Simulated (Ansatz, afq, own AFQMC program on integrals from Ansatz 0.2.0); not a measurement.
**Where AFQMC and coupled cluster stand for AlBH$_{2}$, triplet**

```csv
atom,x (Å),y (Å),z (Å)
B,0.0000,0.0000,3.4419
Al,0.0000,0.0000,-1.2331
H,0.0000,-1.4113,-1.9536
H,0.0000,1.4113,-1.9536
```

Connectivity, by distances: B ··· AlH2.

Basis cc-pVDZ. Only valence electrons are correlated. Integrals, coupled cluster, full CI and functionals: Ansatz 0.2.0; the random walks run on the same integrals in our own AFQMC program. The CISD trial takes its coefficients from CCSD amplitudes. Released means that phaseless walkers are propagated on without the constraint, phases kept. Uncertainties: one standard error, sampling alone.

Determinant: UHF, the one that the program's search chose, which needn't be the lowest solution. The geometry is a point of a scan.

No full CI on the walks' own integrals is used here; CCSDT(Q) serves as the reference and is uncertain by about the last step of the cluster series.

Cautions: lower spins were not checked.

```
T1 diagnostic                               : 0.0129
weight of the determinant in the CISD state : 0.886
⟨S²⟩ of the determinant                     : 2.011
size of the correlated space                : 8 electrons in 36 orbitals
```

```json
{"level": "MP2", "correlation energy (eV)": "-2.5244"}
{"level": "CCSD", "correlation energy (eV)": "-3.6526"}
{"level": "CCSD(T)", "correlation energy (eV)": "-3.7049"}
```

Question: Estimate where phaseless AFQMC with a CISD trial lies against CCSD(T) on the same integrals.

Answer: 0.10 ± 0.11 kcal/mol below CCSD(T). The gap is under twice the noise, so this walk alone can't tell the two apart.

Reference: CCSDT(Q), correlation energy -3.728 eV. The released energy is read at 2.40 1/Eh (meV from the phaseless value at times in 1/Eh: -7 ± 6 at 0.24, -2 ± 6 at 0.51, 1 ± 7 at 0.99, -1 ± 8 at 1.62, -6 ± 7 at 2.40).

```
         level  E − E(reference) (kcal/mol)  share of correlation (%)
       CCSD(T)                         0.54                     99.38
         CCSDT                         0.01                     99.99
 ph-AFQMC/CISD                  0.44 ± 0.11                     99.49
released AFQMC                  0.30 ± 0.17                     99.65
```

A walk keeps the symmetry of its determinant, which the program's search chose and which needn't be the lowest solution, so a lower state of the same spin and another symmetry isn't excluded. Released energies are given only where the last usable release times agree within the noise; a slower fall can still hide under it.
